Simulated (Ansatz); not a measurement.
CaB6-type LaB6 was calculated with PBEsol (plane waves, PAW; Ansatz, a first-principles code).

Settings: plane-wave cutoff 520 eV, 16×16×16 k mesh, Fermi–Dirac smearing 0.087 eV (set by the program), scalar-relativistic PAW data made under PBE.

Cell (measured lattice):

```cif
data_B6La
_chemical_formula_sum 'La1 B6'
_space_group_name_H-M_alt 'Pm-3m'
_space_group_IT_number 221
_space_group_name_Hall '-P 4 2 3'
_cell_length_a 4.15706
_cell_length_b 4.15706
_cell_length_c 4.15706
_cell_angle_alpha 90.000
_cell_angle_beta 90.000
_cell_angle_gamma 90.000
loop_
_atom_site_label
_atom_site_type_symbol
_atom_site_symmetry_multiplicity
_atom_site_Wyckoff_symbol
_atom_site_fract_x
_atom_site_fract_y
_atom_site_fract_z
_atom_site_occupancy
La1 La 1 a 0.00000 0.00000 0.00000 1
B1 B 6 f 0.19992 0.50000 0.50000 1
```

Problem. Estimate the elastic constant C11, elastic constant C44, Young modulus, elastic constant C12 and Voigt–Reuss–Hill bulk modulus that the calculation returns.

Solution. 
- elastic constant C11: 464 GPa
- elastic constant C44: 86.0 GPa
- Young modulus: 305 GPa
- elastic constant C12: 18.9 GPa
- Voigt–Reuss–Hill bulk modulus: 167 GPa

Measured, for comparison: elastic constant C11 477 ± 26 GPa, elastic constant C44 90 ± 5 GPa (temperature not stated, no zero-point or thermal correction; as tabulated in Z. Phys. B, doi 10.1007/BF01469434 (note on Brillouin scattering of LaB6)). Computed (rounded) less measured: elastic constant C11 -3 % (inside the measured uncertainty), elastic constant C44 -4 % (inside the measured uncertainty).

Note: the cell isn't this level's own, so it is under some stress, which shifts stiffness and frequencies.

Elastic constants are with the ions relaxed.

Spin–orbit coupling is not included.

The computed numbers hold no vibrational or temperature effects.

It cost roughly 40 core-minutes of CPU time.
